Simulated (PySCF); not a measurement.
Reproducing measurements on sulfuryl chloride

**What was measured.**

From NIST CCCBDB Release 22 (SRD 101), experimental dipoles, for the gas: dipole moment (dielectric constant against temperature) 1.81 D.

The results are set against them at the end.

Compound: sulfuryl chloride, Cl2O2S.
SMILES with atom numbers: `[O:1]=[S:2](=[O:3])([Cl:4])[Cl:5]`

Geometry (PBE0-D3(BJ)/def2-SVP, Å), atoms numbered from 1 in this order:
```
atom  x, y, z in Å
O1     1.162   -0.115   -1.121
S2     0.285   -0.081    0.015
O3     0.671   -0.520    1.327
Cl4   -0.455    1.826    0.186
Cl5   -1.445   -1.067   -0.492
```

The PySCF runs (gas phase, on this PBE0-D3(BJ)/def2-SVP geometry; no spin–orbit coupling):

```json
{"level": "PBE0-D3(BJ)/def2-SVP, grid level 1", "job": "geometry optimisation from a GFN2-xTB start shaken at random", "basis functions": "82", "wall time": "15 s"}
{"level": "PBE0/6-31+G*", "job": "10 singlets by full TDDFT, 4 Tamm–Dancoff triplets, polarisability", "basis functions": "102", "wall time": "6.3 s"}
{"level": "PBE0/aug-cc-pVDZ", "job": "10 singlets by full TDDFT, 4 Tamm–Dancoff triplets, polarisability", "basis functions": "127", "wall time": "12 s"}
{"level": "PBE0/aug-cc-pVTZ", "job": "10 singlets by full TDDFT, 4 Tamm–Dancoff triplets, polarisability", "basis functions": "242", "wall time": "33 s"}
{"level": "PBE0/def2-SVP", "job": "10 singlets by full TDDFT, 4 Tamm–Dancoff triplets, polarisability", "basis functions": "82", "wall time": "4.7 s"}
{"level": "PBE0/def2-TZVP", "job": "10 singlets by full TDDFT, 4 Tamm–Dancoff triplets, polarisability", "basis functions": "173", "wall time": "16 s"}
{"level": "PBE0/def2-TZVPD", "job": "10 singlets by full TDDFT, 4 Tamm–Dancoff triplets, polarisability", "basis functions": "218", "wall time": "26 s"}
```

Hardware: one thread, Arm Neoverse V1 (aarch64) (shared host).

All basis functions are spherical.

**Comparison with experiment**

**Dipole moment.** Measured: 1.81 D (NIST CCCBDB Release 22 (SRD 101), experimental dipoles).

```
               level  computed (D)  computed − measured (D)  % (from the printed values)
PBE0-D3(BJ)/def2-SVP          1.49                    -0.32                          -18
        PBE0/6-31+G*          1.55                    -0.26                          -14
    PBE0/aug-cc-pVDZ          1.60                    -0.21                          -12
    PBE0/aug-cc-pVTZ          1.68                    -0.13                           -7
       PBE0/def2-SVP          1.49                    -0.32                          -18
      PBE0/def2-TZVP          1.71                    -0.10                           -6
     PBE0/def2-TZVPD          1.70                    -0.11                           -6
```

All 7 levels lie below the measurement. The computed dipoles belong to one fixed geometry; measured ones are averaged over vibrations unless marked μe. Magnitudes are compared, not signs.

No measured geometry was used, and the causes of the misses weren't examined.
